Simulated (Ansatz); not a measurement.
**Question.** Name a neutral molecule of C, F and H with HOMO–LUMO gap (PBE0/def2-TZVPP) between 7.35 and 7.65 eV and HOMO–LUMO gap (B3LYP/def2-TZVPP) between 6.90 and 7.20 eV (Ansatz, PBE0-D4/def2-TZVP geometry).

**Answer.** `CC(C)=CF` (7.61 eV, 7.14 eV); `FCC1=CC1` (7.36 eV, 6.91 eV); `CC/C(F)=C\F` (7.60 eV, 7.11 eV). Other molecules can fit too; these were computed, each in one conformer that needn't be the lowest.

B3LYP here is the variant with VWN-RPA as its local correlation; programs differ in this.
